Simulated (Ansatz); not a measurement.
Basis-set extrapolation for C₂H₄O₂, SMILES `O=CCO` (PBE0-D4/def2-TZVP geometry, frozen core, Ansatz). Multiplicity 1, RHF reference.

```
                      def2-TZVPP   def2-QZVPP
                 HF  -227.867884  -227.878599
    MP2 correlation    -0.797009    -0.856533
CCSD(T) correlation    -0.848146      not run
```

Energies in hartree. Use E(X) = E(∞) + A·exp(−7.88·√X) for Hartree–Fock and E(X) = E(∞) + B·X^(−2.97) for correlation, with X = 3 and 4, and add CCSD(T) minus MP2 of the smaller set to the MP2 limit.

Question: What is the CCSD(T) energy at the basis-set limit?

Answer: HF limit: -227.878599 + (-0.010715) × 0.13774 = -227.88007. MP2 limit: -0.856533 + (-0.059524) × 0.74074 = -0.90062. Higher-order term: -0.848146 − (-0.797009) = -0.05114. Total: -228.83183 hartree, 304.0 kJ/mol below CCSD(T)/def2-TZVPP.
